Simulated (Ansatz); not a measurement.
# [NH$_{2}$···H···Cl], doublet in cc-pVDZ: errors against UCCSDT(Q)

Geometry: a point of a hydrogen-transfer path between rigid fragments, not a stationary point.

```
atom    x (Å)    y (Å)    z (Å)
   N  -2.0424  -0.0109  -0.0169
   H  -2.3397   0.9570  -0.0169
   H  -2.3397  -0.4132   0.8634
   H  -0.9374  -0.0109  -0.0169
  Cl   0.9666  -0.0109  -0.0169
```

Basis cc-pVDZ; Ansatz 0.2.0. Correlated methods freeze the noble-gas cores, which leaves 15 electrons in 41 orbitals. R marks a restricted (for open shells ROHF) determinant, U an unrestricted one. Active spaces: valence = (15e, 11o) chosen from the atoms' valence shells; pair = (3e, 3o) about the gap.

Full CI isn't at hand for all of this; UCCSDT(Q) serves as the reference, and is uncertain by about the last step of the cluster series. The frozen core follows each run's orbitals, which can shift R against U totals by a few meV.

For open shells CISD is restricted-active-space CI with the open shells as a complete middle space.

* UHF ⟨S²⟩: 0.765
* T1 diagnostic (RCCSD): 0.0361
* largest doubles amplitude (RCCSD): 0.039
* T1 diagnostic (UCCSD): 0.0283

```csv
level,E − E(UCCSDT(Q)) (kcal/mol),share of correlation (%),wall time
RHF,220.77,0.00,–
UHF,217.46,1.50,–
RMP2,25.54,88.43,–
UMP2,25.80,88.31,–
CISD,23.99,89.14,6 s
RCCSD,4.88,97.79,–
UCCSD,4.83,97.81,–
RCCSD(T),0.84,99.62,13 s
UCCSD(T),0.83,99.63,11 s
BCCD(T),0.81,99.63,12 s
RCCSDT,0.39,99.82,–
UCCSDT,0.39,99.83,–
RCCSDT(Q),0.03,99.99,63 s
CASSCF (pair space),207.18,6.15,–
NEVPT2 (pair space),25.39,88.50,2.4 s
MRCISD (pair space),21.37,90.32,–
MRCISD+Q (pair space),2.98,98.65,2.5 s
CASSCF (valence space),170.82,22.62,–
NEVPT2 (valence space),36.80,83.33,6.5 s
```

The correlation energy at UCCSDT(Q), counted from RHF, is -9.573 eV. That run took 57 s on 1 thread of Intel Xeon 6975P-C, shared host.

Times hold each run's SCF and search for its determinant on a shared host, so for small cases they say little of a method's own cost; they ran on 1 thread of Intel Xeon 6975P-C.

Natural occupations of CASSCF (valence space) about the gap: 1.997 1.979 1.978 1.971 1.002 0.030 0.022 0.022; effectively unpaired electrons, Σ n²(2−n)², 1.01.
